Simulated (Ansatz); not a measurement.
# CHN, SMILES C#N: a single point in a Gaussian basis

Computed with the Python package of Ansatz (0.2.0).

At the Python prompt:
```pycon
>>> import json
>>> import ansatz as az
>>> from ase import Atoms
>>> import numpy as np
>>> atoms = Atoms(['C', 'N', 'H'], positions=[
...     (-0.00568, -0.02502, -0.00572),
...     (0.25004, 1.05289, 0.25316),
...     (-0.24436, -1.02787, -0.24745),
... ])
>>> mol = az.Crystal.molecule_from_ase(atoms)
>>> model = mol.calculation().basis(gaussian='6-31G').correlation('MP2').forces()
>>> outcome = model.run(threads=1, backend='cpu')

>>> rep = outcome.report
>>> {key: value for key, value in rep.items() if isinstance(value, (int, float)) and 'ev' in key}
{'free_energy_ev': -2531.6393678137565, 'reference_energy_ev': -2525.983191787977}
>>> sorted(key for key in rep if key.endswith('_ev'))
['free_energy_ev', 'reference_energy_ev']
>>> rep['mean_field']['state']['spin_squared']
3.552713678800501e-15
>>> for key in ('converged', 'free_energy_ev', 'reference_energy_ev', 'n_frozen', 'n_occupied', 'n_virtual'):
...     print(f'{key:22s} {rep[key]}')
...
converged              True
free_energy_ev         -2531.6393678137565
reference_energy_ev    -2525.983191787977
n_frozen               2
n_occupied             [5, 5]
n_virtual              [13, 13]
>>> print('correlation energy', round(rep['free_energy_ev'] - rep['reference_energy_ev'], 5), 'eV')
correlation energy -5.65618 eV
>>> cluster = rep['correlation'].get('coupled_cluster')
>>> if cluster:
...     print('cycles', cluster['cycles'], ' T1 diagnostic', round(cluster['t1_diagnostic'], 4), ' largest double', round(cluster['largest_double'], 4))
...
>>> symbols = [site.symbol for site in mol.cartesian_sites]
>>> forces = np.array(rep['forces_ev_ang'])
>>> print('largest force', round(float(np.linalg.norm(forces, axis=1).max()), 4), 'eV/A, rms', round(float(np.sqrt((forces ** 2).mean())), 4))
largest force 7.0475 eV/A, rms 3.2443
>>> charges = rep['charge_distribution']
>>> print('dipole moment', round(4.803205 * float(np.linalg.norm(charges['dipole_moment_e_ang'])), 3), 'D')
dipole moment 2.976 D
>>> print('Mulliken:', [(s, round(q, 3)) for s, q in zip(symbols, charges['mulliken_charges_e'])])
Mulliken: [('C', -0.071), ('N', -0.196), ('H', 0.267)]
>>> with open('chn.json', 'w') as handle:
...     json.dump({k: rep[k] for k in ('free_energy_ev', 'reference_energy_ev', 'n_occupied', 'n_virtual')}, handle, indent=1)
...
```

It writes `chn.json`:
```json
{
 "free_energy_ev": -2531.6393678137565,
 "reference_energy_ev": -2525.983191787977,
 "n_occupied": [
  5,
  5
 ],
 "n_virtual": [
  13,
  13
 ]
}
```

What to keep in mind:
- These settings explore the input space; basis and method may be short of convergence.
- The geometry is a force-field or estimated start, not a minimum of this method, and the basis set is short of its limit.
- Inner cores stay frozen, so this is valence correlation.
- S² is that of the Hartree-Fock reference.
- Run time: 0.7 s on 1 thread of Arm Neoverse V1, on a shared host, peak memory 0.14 GiB.

(Lines on the test bed's own set-up are left out of the output.)
